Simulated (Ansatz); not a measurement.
Isolated molecules relaxed with PBE0-D4/def2-TZVP in Ansatz; ΔE leaves out vibrations. CBS: MP2 limit from def2 TZ/QZ plus the TZ coupled-cluster correction, frozen cores. This one scheme is used for every species. Each species was taken in one conformer, which may not be the lowest.

Consider the formal hydrolysis of a C–C bond: `CCCCCCl` + H₂O → `CCCO` + `CCCl`.

`CCCCCCl`:

Z-matrix (Å, degrees):
```
C
C 1 1.519
H 1 1.092 2 111.6
H 1 1.094 2 111.1 3 -120.2
H 1 1.093 2 111.0 3 120.2
C 2 1.520 1 112.9 3 -179.8
H 2 1.096 1 109.6 3 -58.0
H 2 1.096 1 109.6 3 58.0
C 6 1.518 2 112.9 1 180.0
H 6 1.095 2 109.5 1 58.0
H 6 1.097 2 109.4 1 -58.0
C 9 1.511 6 114.3 2 179.7
H 9 1.098 6 109.5 2 59.7
H 9 1.095 6 110.1 2 -57.1
Cl 12 1.790 9 112.2 6 65.6
H 12 1.089 9 111.6 6 -175.6
H 12 1.091 9 111.6 6 -53.6
```

H₂O:

Z-matrix (Å, degrees):
```
O
H 1 0.960
H 1 0.960 2 105.1
```

`CCCO`:

Z-matrix (Å, degrees):
```
C
C 1 1.519
H 1 1.094 2 111.3
H 1 1.092 2 111.4 3 120.2
H 1 1.093 2 111.1 3 -119.8
C 2 1.516 1 112.3 3 59.4
H 2 1.097 1 109.7 3 -61.9
H 2 1.094 1 110.5 3 -179.1
O 6 1.412 2 113.3 1 177.5
H 6 1.101 2 109.8 1 -57.8
H 6 1.094 2 109.9 1 59.5
H 9 0.961 6 108.2 2 59.3
```

`CCCl`:

Z-matrix (Å, degrees):
```
C
C 1 1.507
H 1 1.091 2 111.0
H 1 1.094 2 109.6 3 119.7
H 1 1.091 2 111.0 3 -120.6
Cl 2 1.788 1 111.4 3 60.3
H 2 1.089 1 111.9 3 179.1
H 2 1.089 1 111.9 3 -58.5
```

| species | CCSD(T)/CBS(def2) energy (Eh) |
| --- | --- |
| `CCCCCCl` | -656.67998 |
| H₂O | -76.37941 |
| `CCCO` | -194.14342 |
| `CCCl` | -538.89655 |

Task: Work out ΔE.

Result: ΔE = (-194.14342) + (-538.89655) − (-656.67998) − (-76.37941) = 0.01942 Eh = +51.0 kJ/mol.

Largest T1 diagnostic among the species: 0.009.

Leaving LDA and LC-ωPBE aside and taking each functional with its dispersion term where it has one, the values, not all of them listed here, spread over 9.2 kJ/mol, from BLYP-D4 to PBE-QIDH. LDA lies +8.7 kJ/mol from PBE without D4. The D4 term adds +9.4 kJ/mol with B3LYP and +5.6 kJ/mol with PBE0; it sums over pairs of atoms, weighted by their polarisabilities, and B3LYP, whose exchange is more repulsive, gets the larger term. From BLYP to BHLYP (50 % exact exchange), in def2-TZVPP and without D4, ΔE moves by +7.0 kJ/mol.

B3LYP here is the variant with VWN-RPA as its local correlation; programs differ in this.
